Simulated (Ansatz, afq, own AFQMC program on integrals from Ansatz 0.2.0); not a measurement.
Integrals from Ansatz 0.2.0, then the random walk in our own AFQMC program (afq).

```yaml
crystal:
  periodic: [false, false, false]
  atoms:
    - {symbol: Si, position_ang: [0.000000, 0.000000, 2.088600]}
    - {symbol: Al, position_ang: [0.000000, 0.000000, -0.244867]}
    - {symbol: H, position_ang: [0.000000, 0.000000, -1.843733]}
basis:
  gaussian: {orbitals: 6-31G}
magnetization: {spin_polarized: true, initial_magnetization: 2}
correlation: {method: ccsd_t, electrons: outside_noble_gas, hamiltonian_folder: ham}
```

```sh
$ ansatz run in.yaml --threads 1 --pin off --events-out ev --progress --plain --max-ram 24576MiB --backend cuda --devices 0, --max-vram 18GiB
```

afq runs on the folder ham with

```
--method free --trial cisd --walkers 4000 --time-step 0.03 --max-blocks 4000 --target-error 0.00034 --factor-cut 1e-05 --seed 5870 --times 0,0.3,0.6,1.2,1.8,2.4,3.6,4.8,6 --taylor-order 8
```

Times are imaginary, in 1/Eh. The walk had a cap of 61 s.

```
orbitals 18  electrons 5 3  factors 103 of 310
reference energy -531.28643563 Eh
CCSD correlation -0.08274890 Eh in 12 cycles, weight of the determinant in the CISD state 0.8963
repeat  energy at the last time / Eh  error
    10  -531.373140  0.000091
    20  -531.373142  0.000064
    30  -531.373108  0.000048
time / (1/Eh)  energy / Eh  error  mean overlap
  0.00  -531.369182  0.000013  1.1156
  0.30  -531.370309  0.000019  1.1160
  0.60  -531.371060  0.000017  1.1168
  1.20  -531.371925  0.000018  1.1183
  1.80  -531.372382  0.000021  1.1191
  2.40  -531.372619  0.000021  1.1217
  3.60  -531.372893  0.000030  1.1248
  4.80  -531.373009  0.000033  1.1304
  6.00  -531.373110  0.000047  1.1342
energy -531.373110 +/- 0.000047 Eh
```

**Question.** Estimate how long the walk took on 1 × NVIDIA H100 80GB HBM3 with 2 threads of AMD EPYC 7R13 Processor (Zen 3) (shared host) (the card was shared).

**Answer.** 22 s of wall time.

The run passed its tests (error under three times the target), which doesn't prove that it has relaxed.

Against this walk (error 1.3 meV) on the same determinant: CCSD(T) 33.9 meV higher, CCSDT(Q) 1.6 meV lower (within the noise), CCSDTQ 1.9 meV lower (within the noise), full CI 2.2 meV lower (within the noise). The error is statistical, and a free projection of finite length keeps a remainder of its start. The projection is still falling at its last time (meV from the last point: 19.8 ± 0.6 at 1.80, 13.4 ± 0.6 at 2.40, 5.9 ± 0.8 at 3.60, 2.8 ± 0.9 at 4.80, 0.0 ± 1.3 at 6.00), so its energy is a cut-off value, and the gaps above aren't errors of the other methods.

Cautions: remainder of the start not in the error; lower spins were not checked.

CCSDT and higher add their correlation energy to the determinant of the CCSD(T) run, since their own runs factorise the integrals more tightly (a shift of under 2 meV). A walk keeps the symmetry of its determinant, which the program's search chose and which needn't be the lowest solution, so a lower state of the same spin and another symmetry isn't excluded.
